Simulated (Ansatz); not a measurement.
CHOSi, doublet: vertical spin and charge gaps

Geometry (PBE0/def2-TZVP stationary point for this spin, not checked as a minimum):

```yaml
atoms:
  - { symbol: C, position_ang: [0.0000, -0.0240, 2.1548] }
  - { symbol: O, position_ang: [0.0000, 0.0648, 1.0313] }
  - { symbol: Si, position_ang: [0.0000, -0.0783, -1.4631] }
  - { symbol: H, position_ang: [0.0000, 1.4400, -1.2794] }
```

Basis cc-pVDZ; Ansatz 0.2.0. Only valence electrons are correlated (noble-gas cores frozen). Prefix R: restricted or restricted open-shell reference; prefix U: unrestricted.

Gaps are energies of the second state less the first, at fixed atoms, for a selection of the levels run; each method lands on the state that its own search finds for that charge and spin.

For open shells CISD is restricted-active-space CI with the open shells as a complete middle space.

Removing an electron, to the triplet: 9.458 eV at UCCSDT(Q).

| level | gap (eV) | error (meV) |
| --- | --- | --- |
| RMP2 | 9.350 | -108 |
| UMP2 | 9.311 | -147 |
| RCCSD | 9.433 | -25 |
| UCCSD(T) | 9.456 | -2 |
| BCCD(T) | 9.455 | -3 |
| RCCSDT | 9.455 | -3 |
| UCCSDT | 9.454 | -4 |
| PBE | 9.578 | 120 |
| wB97M-V | 9.646 | 188 |
| RPA-PBE | 9.641 | 183 |

Quartet less doublet: 2.246 eV at UCCSDT(Q).

| level | gap (eV) | error (meV) |
| --- | --- | --- |
| RHF | 1.588 | -658 |
| UHF | 1.676 | -570 |
| RMP2 | 2.080 | -166 |
| UMP2 | 2.062 | -184 |
| CISD | 2.045 | -201 |
| RCCSD | 2.239 | -7 |
| UCCSD | 2.242 | -4 |
| RCCSD(T) | 2.247 | 1 |
| UCCSD(T) | 2.247 | 1 |
| BCCD(T) | 2.248 | 2 |
| RCCSDT | 2.245 | -1 |
| UCCSDT | 2.245 | -1 |
| RCCSDT(Q) | 2.246 | 0 |
| PBE | 2.248 | 2 |
| r2SCAN | 2.041 | -205 |
| PBE0 | 2.207 | -39 |
| B3LYP | 2.516 | 270 |
| wB97M-V | 2.604 | 358 |
| B2PLYP | 2.425 | 179 |
| RPA-PBE | 2.414 | 168 |

In so small a basis the reference is far from its limit while semilocal and hybrid functionals are nearer theirs (RPA and double hybrids share much of the reference's basis error), so the functionals' errors here hold much of the reference's basis and frozen-core error, which can add to them or hide them.

Full CI isn't at hand for all of this; UCCSDT(Q) serves as the reference, and is uncertain by about the last step of the cluster series. The frozen core follows each run's orbitals, which can shift R against U totals by a few meV.
